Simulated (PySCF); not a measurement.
**Assignment exercise: C4H10O**

Atom-mapped SMILES (the numbers label the heavy atoms): `[CH3:1][CH2:2][CH2:3][O:4][CH3:5]`; H(Xn) means a hydrogen on atom n.

[PySCF 2.14.0 with density-fitted response routines: PBE0-D3(BJ)/def2-TZVP geometry; σ from GIAO-B97-2/pcSseg-2; one conformer; no relativistic terms; fast rotation and ring inversion assumed for equivalent nuclei; isolated molecule]

Scale: 13C (σ = 185.38 ppm) and 1H (σ = 31.64 ppm) against TMS (reference shieldings calculated alike).

**Question.** Assign these signals to the numbered atoms. 13C{1H} NMR (computed): δ 81.0, 62.2, 28.2, 12.4.

**Answer.** 
| δ (ppm) | atoms | environment | reason |
| --- | --- | --- | --- |
| 81.0 | C3 | sp3 CH2 bonded to O | the inductive effect lowers its shielding |
| 62.2 | C5 | methyl carbon bonded to O | pulled downfield by the heteroatom |
| 28.2 | C2 | sp3 CH2 | aliphatic region, no heteroatom directly attached |
| 12.4 | C1 | methyl carbon | aliphatic region, no heteroatom directly attached |

**Question.** Assign these signals to the numbered atoms. 1H NMR (300 MHz, computed): δ 3.36 (s, 3H), 3.18 (t, 2H), 1.67 (m, 2H), 0.90 (t, 3H).

**Answer.** 
| δ (ppm) | atoms | environment | reason |
| --- | --- | --- | --- |
| 3.36 | H(C5) | hydrogen on a methyl carbon bonded to O | its carbon carries O, hence the downfield position |
| 3.18 | H(C3) | hydrogen on an sp3 CH2 bonded to O | its carbon carries O, which withdraws density |
| 1.67 | H(C2) | hydrogen on an sp3 CH2 | – |
| 0.90 | H(C1) | hydrogen on a methyl carbon | far from electronegative atoms and π systems |

Shifts are as computed. Against solution values, carbons near 30 ppm lie about +3 ppm off and those near 130 ppm about +7 ppm. Of 1309 compounds with measured shifts, 239 miss one by over three times the rms of a fit or turn the order of signals round; such compounds aren't used in these exercises. No couplings were computed; multiplicities are counted from neighbouring protons, with m where these are inequivalent, close in shift, in a saturated or five-membered ring or joined by F or P, and br s for small geminal =CH2 splittings.
